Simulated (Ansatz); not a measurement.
Input file:

```yaml
crystal:
  periodic: [false, false, false]
  atoms:
    - {symbol: Na, position_ang: [0.000000, 0.000000, 0.000000]}
    - {symbol: Na, position_ang: [0.000000, 0.000000, 3.152524]}
basis:
  gaussian: {orbitals: "6-31G*"}
correlation: {method: sc_nevpt2, electrons: all, active_space: {window: {electrons: 4, orbitals: 3}}}
scf: {lower_state_search: off}
```

```sh
$ ansatz run in.yaml --threads 1 --pin off --events-out ev --progress --plain --max-ram 2393MiB
```

Roughly how long does this take on 1 thread of Arm Neoverse V1, shared host, and how much host memory?

0.27 s wall and 0.07 GiB.

```
these checks for a lower state are left out or cut short: stability, starts, cluster_reference, orbital_swaps, neighbouring_geometries, increment
318 factors; integrals over basis functions are off by at most 1.1e-3 eV
mean field evaluation 1: about -8807.8026 eV, gradient 1.4e0 eV
mean field evaluation 2: about -8807.8036 eV, gradient 1.4e0 eV
mean field evaluation 4: about -8807.8275 eV, gradient 3.8e-2 eV
mean field evaluation 8: about -8807.8275 eV, gradient 1.8e-5 eV
mean field -8807.82747704 eV, -323.6816896212 hartree, gradient 6.9e-7 eV, S^2 0.000000; 0 other end points of the search recorded, 0 dependent functions left out
reference -8807.82747704 eV, -323.6816896212 hartree; 11, 11 occupied and 27, 27 virtual orbitals, 318 factors
state -8808.13065330 eV, -323.6928311435 hartree
state -8808.13065330 eV, -323.6928311435 hartree; corrected -8808.42987760 eV, -323.7038274334 hartree
WARN: 1 active orbitals are nearly empty or full. The corrections depend on them more than the energy does, and are more stable in an active space without them
Total energy: -8808.42987760 eV, -323.7038274334 hartree
Checks for a lower state left out: stability, starts, cluster_reference, orbital_swaps, neighbouring_geometries, increment
```
